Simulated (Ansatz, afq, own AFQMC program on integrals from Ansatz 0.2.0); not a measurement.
**NHO, singlet in cc-pVDZ, levels against CCSDT(Q)**

```yaml
atoms:
  - { symbol: N, position_ang: [0.0000, -0.1339, 0.5885] }
  - { symbol: O, position_ang: [0.0000, 0.0668, -0.5843] }
  - { symbol: H, position_ang: [0.0000, 0.7999, 1.0971] }
```

Connectivity, by distances: NH–O.

Basis cc-pVDZ. Noble-gas cores (and the filled d shells of Ga–Kr and In–Xe) are frozen. Integrals, coupled cluster, full CI and functionals: Ansatz 0.2.0; the random walks run on the same integrals in our own AFQMC program. The CISD trial takes its coefficients from CCSD amplitudes. Released means that phaseless walkers are propagated on without the constraint, phases kept. Free AFQMC starts from the CCSD state and is never constrained. Its projection time is finite, and what remains of the start isn't in its error. Error bars are statistical, one sigma.

Determinant: RHF, the one that the program's search chose, which needn't be the lowest solution. The geometry is a PBE0/def2-TZVP stationary point of this or a neighbouring charge and spin state.

No full CI on the walks' own integrals is used here; CCSDT(Q) serves as the reference and is uncertain by about the last step of the cluster series.

Cautions: higher spins were not checked; restricted determinant unstable towards unrestricted (UHF 91 meV lower, ⟨S²⟩ 0.41).

```
T1 diagnostic                               : 0.0153
weight of the determinant in the CISD state : 0.886
size of the correlated space                : 12 electrons in 31 orbitals
```

```json
{"level": "MP2", "correlation energy (eV)": "-9.4212"}
{"level": "CCSD", "correlation energy (eV)": "-9.7583"}
{"level": "CCSD(T)", "correlation energy (eV)": "-10.0714"}
```

Q: Estimate where phaseless AFQMC with a CISD trial lies against CCSD(T) on the same integrals.

A: 1.10 ± 0.34 kcal/mol below CCSD(T).

Reference: CCSDT(Q), correlation energy -10.123 eV. The released energy is read at 2.40 1/Eh (meV from the phaseless value at times in 1/Eh: -11 ± 17 at 0.24, -12 ± 17 at 0.51, -18 ± 17 at 0.99, -25 ± 23 at 1.62, 5 ± 29 at 2.40).

```csv
level,E − E(reference) (kcal/mol),share of correlation (%)
CCSD(T),1.19,99.49
CCSDT,0.98,99.58
ph-AFQMC/CISD,0.10 ± 0.34,99.96
released AFQMC,0.22 ± 0.66,99.91
free AFQMC,0.56 ± 0.55,99.76
```

Free projections are given only where their last times agree within the noise and don't stop above the reference; a slow remainder of the start can still hide under it. A walk keeps the symmetry of its determinant, which the program's search chose and which needn't be the lowest solution, so a lower state of the same spin and another symmetry isn't excluded. Released energies are given only where the last usable release times agree within the noise; a slower fall can still hide under it.
